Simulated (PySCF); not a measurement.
Gas-phase reaction: 3 HBO2 ⇌ B(OH)3 + B2O2 + O

Method: PySCF energies plus ideal-gas RRHO corrections (1 bar). † marks an energy on the PBE0/def2-TZVP geometry and frequencies. MP2 freezes the core. Open shells (unrestricted): O (multiplicity 3); the rest are closed-shell singlets. Spin-orbit splitting is ignored; it lowers the true energy and changes the entropy of O. MP2 isn't extrapolated to the basis-set limit.

LDA/def2-TZVP† gives ΔH°(298 K) = 540 kJ.

Question: What do MP2/def2-SVP†, ωB97M-V/def2-TZVP†, MP2/def2-TZVPP† give?

Answer: MP2/def2-SVP†: 427 kJ; ωB97M-V/def2-TZVP†: 438 kJ; MP2/def2-TZVPP†: 451 kJ. For scale, ΔH°(298 K) is 540 kJ at this level, 438 kJ at ωB97M-V/def2-TZVP†, and runs from 218 to 884 kJ over the 20 levels computed.
